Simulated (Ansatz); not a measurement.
**BH₃+ (doublet): wave-function methods side by side at distance B1–H2 = 2.000 Å, cc-pVDZ**

How much of the correlation energy of BH₃+ (doublet) does each wave-function method recover here?

Method: cc-pVDZ, core rule «outside noble gas», up to 1 orbitals frozen; program: Ansatz 0.2.0, Gaussian basis.

To be run: UHF; CCSD(T) on ROHF; CCSD(T) on UHF; BCCD(T) on ROHF; CISD; CCSDT(Q) on ROHF; CCSDT(Q) on UHF; CASSCF and MRCISD+Q, 3 electrons in 3 orbitals; CASSCF and NEVPT2, 3 electrons in 3 orbitals; CASSCF and MRCISD+Q, 5 electrons in 7 orbitals; CASSCF and NEVPT2, 5 electrons in 7 orbitals; Full CI.

16 further runs of the same task are left out: 12 that didn't finish, 4 set aside as unsound or not needed.

## (1) The system

The geometry derives from a PBE0/def2-TZVP stationary point (not a proven minimum). One bond is set to the value named and the two fragments are kept rigid.

4 atoms, charge 1, spin multiplicity 2.

Atoms are counted from 1 here; the program's logs count them from 0.

Bond lengths: B1–H3 1.174 Å, B1–H4 1.276 Å. Angles: H3–B1–H4 145.8°.

## (2) UHF

in.yaml

```yaml
crystal:
  periodic: [false, false, false]
  atoms:
    - {symbol: B, position_ang: [0.000000, -0.029684, 0.111759]}
    - {symbol: H, position_ang: [0.000000, 1.095533, -1.541689]}
    - {symbol: H, position_ang: [0.000000, -0.029684, 1.285973]}
    - {symbol: H, position_ang: [0.000000, -0.747468, -0.942987]}
basis:
  gaussian: {orbitals: cc-pVDZ}
total_charge: 1
magnetization: {spin_polarized: true, initial_magnetization: 1}
hamiltonian: {xc: hf}
output: {orbitals: {seedname: orbitals}}
```

Run with:

```console
> ansatz run in.yaml --threads 1 --pin off --events-out ev --progress --plain --max-ram 2393MiB
```

The runs that follow: CCSD(T) on ROHF; CCSD(T) on UHF; BCCD(T) on ROHF; CISD; CCSDT(Q) on ROHF; CCSDT(Q) on UHF; CASSCF and MRCISD+Q, 3 electrons in 3 orbitals; CASSCF and NEVPT2, 3 electrons in 3 orbitals; CASSCF and MRCISD+Q, 5 electrons in 7 orbitals; CASSCF and NEVPT2, 5 electrons in 7 orbitals; Full CI.

Before running them: what should the planned runs give, taken together? Wanted: FCI below the RHF energy; RMP2 from FCI; UMP2 from FCI; RCCSD from FCI; RCCSD(T) from FCI; UCCSD(T) from FCI; RCCSDT(Q) from FCI; UCCSDT(Q) from FCI; NEVPT2 pair from FCI.

The runs gave:

| quantity | value |
| --- | --- |
| FCI below the RHF energy | -2.3208 eV |
| RMP2 from FCI | +60.4 kJ/mol |
| UMP2 from FCI | +58.5 kJ/mol |
| RCCSD from FCI | +4.2 kJ/mol |
| RCCSD(T) from FCI | +1.3 kJ/mol |
| UCCSD(T) from FCI | +1.3 kJ/mol |
| RCCSDT(Q) from FCI | 0.0 kJ/mol |
| UCCSDT(Q) from FCI | 0.0 kJ/mol |
| NEVPT2 pair from FCI | +57.7 kJ/mol |
| MRCISD+Q pair from FCI | +1.7 kJ/mol |
| NEVPT2 valence from FCI | +31.8 kJ/mol |
| levels within 1 kcal/mol (43 meV) | UCCSD, RCCSD(T), UCCSD(T), BCCD(T), RCCSDT, UCCSDT, RCCSDT(Q), UCCSDT(Q), MRCISD+Q pair, MRCISD valence, MRCISD+Q valence |
| T1 diagnostic | 0.033 |
| effectively unpaired electrons | 1.03 |

RCCSD(T) misses by +1.3 kJ/mol, 0.6 % of the correlation energy. One determinant dominates. Of the multireference levels listed MRCISD+Q pair comes nearest in total energy (+1.7 kJ/mol), which doesn't show that its space is the better one. These misses are within one basis, not against nature; the frozen cores of restricted and unrestricted runs differ, which can shift their rows.
